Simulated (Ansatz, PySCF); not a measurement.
This PySCF input computes a BLYP/def2-TZVPD energy:

```python
from pyscf import gto, scf, dft

mol = gto.M(
    atom='''
    N    -0.00000000   -0.00000000   -1.20500663
    N    -0.00000000   -0.00000000   -0.06983899
    O     0.00000000    0.00000000    1.11548992
    ''',
    basis='def2-tzvpd',
    charge=1,
    spin=1,
    symmetry='C2v',
    verbose=4,
)

mf = dft.UKS(mol, xc='blyp').density_fit(auxbasis='def2-universal-jkfit')
mf.grids.level = 3
mf.conv_tol = 1e-9
mf.max_cycle = 100
mf.max_memory = 1500
mf.kernel()
if not mf.converged:
    mf = mf.newton()
    mf.kernel(mf.make_rdm1())
mf.analyze()
```

Write an input for the same energy in Ansatz (a first-principles code) and say what it gives.


Ansatz 0.2 input:
```yaml
crystal:
  periodic: [false, false, false]
  atoms:
    - {symbol: N, position_ang: [-0.00000000, -0.00000000, -1.20500663]}
    - {symbol: N, position_ang: [-0.00000000, -0.00000000, -0.06983899]}
    - {symbol: O, position_ang: [0.00000000, 0.00000000, 1.11548992]}
basis:
  gaussian:
    orbitals: def2-TZVPD
hamiltonian:
  xc: {name: BLYP}
total_charge: 1
magnetization: {spin_polarized: true, initial_magnetization: 1}
output: {forces: true}
```
It gives -184.26895 Eh, and PySCF -184.26897 Eh, a difference of 0.02 mEh, from the treatment of integrals and grids.
